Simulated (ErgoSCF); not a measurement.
# BOF (fluoro(oxo)borane): UHFLYP/6-31G(d,p) (spherical functions)

What is the energy change on altering one bond length of BOF (fluoro(oxo)borane) at UHFLYP/6-31G** (spherical functions)? 

The calculation is run with ErgoSCF 3.8.

2 further runs of the same task are left out: 1 that didn't finish, 1 set aside as unsound or not needed.

**1. The system as given**

The species is BOF (3 atoms), meant as a singlet with charge 0. SMILES: `O=BF`. Geometry: relaxed at PBE0-D4/def2-TZVP.

Bond lengths: O1–B2 1.206 Å, B2–F3 1.282 Å. Angles: O1–B2–F3 180.0°.

**2. The energy at UHFLYP/6-31G(d,p) (spherical functions)**

Input file ergo.in:

```
# Combine hf=1 lyp=1 on BFO
set_nthreads("env")
molecule_inline Angstrom
O  0.983100 -0.565100 0.479900
B  0.020300 -0.011600 0.009900
F  -1.003400 0.576800 -0.489800
EOF
XC.type = "Turbo"
scf.output_mulliken_pop = 1
scf.force_unrestricted = 1
scf.use_diagonalization = 1
tmpdir = "."
scf.max_number_of_iterations = 150
scf.starting_guess_disturbance = 0.1
basis = "6-31Gss"
run "Combine hf=1 lyp=1"
```

Run with:

```sh
$ ergo ergo.in
```

What it wrote:

```text
[...]
INDF Weighted mixed functional:
[...]
INSC Energy   1 =        -93.96527793713
[...]
INDE E_LUMO =          0.14102462812
[...]
INSC Energy  15 =       -199.86687607953  ( diff     -0.000000000020378 )
[...]
RESC CONVERGED after  15 iterations.
RESC FINAL ENERGY:       -199.86687607953
RESC FINAL <S2> =          0.00000000001
[...]
INSC SCF: dipole_moment_x [atomic units] =      -0.73877024
INSC SCF: dipole_moment_y [atomic units] =       0.42476691
INSC SCF: dipole_moment_z [atomic units] =      -0.36065390
[...]
```

Wall time 11 s (1 thread of Arm Neoverse N1, shared host); peak memory 0.26 GiB.

**3. The distorted shape, same level**

Input file input.ego:

```
# BFO, Combine hf=1 lyp=1
set_nthreads(1)
scf.max_number_of_iterations = 150
scf.use_diagonalization = 1
charge = 0
scf.force_unrestricted = 1
scf.starting_guess_disturbance = 0.1
XC.type = "Turbo"
basis = "6-31Gss"
tmpdir = "."
scf.output_mulliken_pop = 1
molecule_inline Angstrom
O  1.320085 -0.758828 0.644402
B  0.020300 -0.011600 0.009900
F  -1.003400 0.576800 -0.489800
EOF
run "Combine hf=1 lyp=1"
```

Run with:

```sh
$ ergo input.ego
```

What it wrote:

```text
[...]
INDF Weighted mixed functional:
[...]
INSC Energy   1 =        -92.79800018085
[...]
INDE E_LUMO =          0.08572712580
[...]
INSC Energy  20 =       -199.69882444094  ( diff     -0.000000000011823 )
[...]
RESC CONVERGED after  20 iterations.
RESC FINAL ENERGY:       -199.69882444094
RESC FINAL <S2> =          0.00000000023
[...]
INSC SCF: dipole_moment_x [atomic units] =      -1.27886478
INSC SCF: dipole_moment_y [atomic units] =       0.73522987
INSC SCF: dipole_moment_z [atomic units] =      -0.62429749
[...]
```

Wall time 14 s (1 thread of Arm Neoverse N1, shared host); peak memory 0.26 GiB.

**4. Outcome**

At UHFLYP/6-31G** (spherical functions):

```
                                                         quantity          value
                                        first shape: total energy  -199.86688 Eh
                                       first shape: dipole moment         2.35 D
                                    distorted shape: total energy  -199.69882 Eh
                                   distorted shape: dipole moment         4.07 D
energy change with the O1–B2 bond stretched from 1.206 to 1.628 Å       4.573 eV
```

With the O1–B2 bond stretched from 1.206 to 1.628 Å the energy rises by 4.57 eV (441 kJ/mol). The first shape isn't relaxed at this level, so the change isn't measured from a minimum. Mulliken charges (first shape) run from -0.48 on O1 to +0.78 on B2. Mulliken charges (distorted shape) run from -0.63 on O1 to +0.89 on B2; they depend strongly on the basis.
